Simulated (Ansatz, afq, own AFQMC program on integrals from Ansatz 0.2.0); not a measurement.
Two steps: Ansatz 0.2.0 writes the Fock matrix and Cholesky factors of the valence space, and afq projects on them the lowest state that overlaps trial and start.

```yaml
crystal:
  periodic: [false, false, false]
  atoms:
    - {symbol: B, position_ang: [0.000000, 0.285752, 1.411356]}
    - {symbol: Al, position_ang: [0.000000, -0.077706, -0.611176]}
    - {symbol: H, position_ang: [0.000000, 0.497497, 2.589653]}
    - {symbol: H, position_ang: [0.000000, -1.482324, -1.367068]}
basis:
  gaussian: {orbitals: cc-pVDZ}
magnetization: {spin_polarized: false}
correlation: {method: ccsd_t, electrons: outside_noble_gas, hamiltonian_folder: ham}
```

```sh
$ ansatz run in.yaml --threads 1 --pin off --events-out ev --progress --plain --max-ram 1382MiB
```

afq runs on the folder ham with

```
--method phaseless --trial cisd --walkers 70 --populations 1 --least-time 40 --time-step 0.005 --steps-per-block 50 --equilibration-blocks 28 --max-blocks 300 --target-error 0.00034 --factor-cut 1e-05 --seed 7475 --release-times 0.24,0.51,0.99,1.62,2.4 --release-step 0.03 --release-every 4 --taylor-order 6
```

Times are imaginary, in 1/Eh. The walk had a cap of 482 s.

Output of the walk:

```
orbitals 36  electrons 4 4  factors 266 of 401
reference energy -267.60113927 Eh
CCSD correlation -0.17491557 Eh in 15 cycles, weight of the determinant in the CISD state 0.8222
energy of the start -267.776055 Eh
 block  time / (1/Eh)  mean weight  energy / Eh
     1     0.250  0.9992  -267.773864
     2     0.500  0.9992  -267.773966
     3     0.750  1.0004  -267.776068
     4     1.000  1.0000  -267.777333
     5     1.250  1.0012  -267.781949
     8     2.000  1.0003  -267.778737
    17     4.250  1.0003  -267.787826
    41    10.250  0.9999  -267.784674
    65    16.250  1.0003  -267.778305
    89    22.250  1.0000  -267.783219
   113    28.250  1.0007  -267.783200
   121    30.250  1.0011  -267.793339
   137    34.250  1.0001  -267.777450
   161    40.250  0.9986  -267.787400
   185    46.250  0.9993  -267.788570
   209    52.250  0.9964  -267.787600
   233    58.250  0.9990  -267.782514
   257    64.250  1.0018  -267.786315
   265    66.250  0.9997  -267.777358
   281    70.250  1.0014  -267.783551
   305    76.250  0.9971  -267.781622
   321    80.250  0.9993  -267.783076
blocks merged  error / Eh  count
     1  0.000222  300
     2  0.000279  150
     4  0.000346  75
     8  0.000407  37
    16  0.000430  18
    32  0.000353  9
released: time / (1/Eh)  energy / Eh  error  mean overlap
  0.24  -267.784389  0.000403  0.9993
  0.51  -267.785067  0.000491  0.9982
  0.99  -267.785183  0.000429  1.0101
  1.62  -267.786336  0.000551  1.0113
  2.40  -267.786831  0.000626  0.9984
energy -267.784284 +/- 0.000430 Eh
(rows thinned)
```

The run passed its tests (sampling time, drift between the halves within three errors, error under three times the target), which doesn't prove that it has relaxed. The second half of the sampling lies below the first by 1.6 errors of their difference, so the energy may still be moving and its error bar be too small.

Against this walk (error 11.7 meV) on the same determinant: CCSD(T) 2.1 meV higher (within the noise), CCSDT(Q) 66.7 meV lower. The error is statistical and leaves out the bias of the constraint. The released energies are still falling (meV from the phaseless value at times in 1/Eh: -3 ± 11 at 0.24, -21 ± 13 at 0.51, -24 ± 12 at 0.99, -56 ± 15 at 1.62, -69 ± 17 at 2.40), so they give no level; they do show a bias of the constraint, and the last of them that isn't too noisy lies 3 meV below CCSDT(Q). CCSDT(Q) is the surest value here, so the walk's 67 meV above it is most likely the bias of the constraint with this trial, which can have either sign.

Cautions: constraint bias not in the error; error above the target (11.7 against 9.3 meV); higher spins were not checked; restricted determinant unstable towards unrestricted (UHF 1.17 eV lower, ⟨S²⟩ 1.04); strong correlation (T1 0.029, weight of the determinant 0.82, largest double 0.26); CCSDT(Q) on the UHF determinant differs (345 meV lower), perhaps since the unrestricted series falls towards higher spin; the bias of populations of 70 walkers isn't removed.

The walk took 2.6 min on 1 thread of Intel(R) Xeon(R) Platinum 8488C (Sapphire Rapids), with other jobs on the host. The log's last line is the phaseless energy.

CCSDT and higher add their correlation energy to the determinant of the CCSD(T) run, since their own runs factorise the integrals more tightly (a shift of under 2 meV). A walk keeps the symmetry of its determinant, which the program's search chose and which needn't be the lowest solution, so a lower state of the same spin and another symmetry isn't excluded.
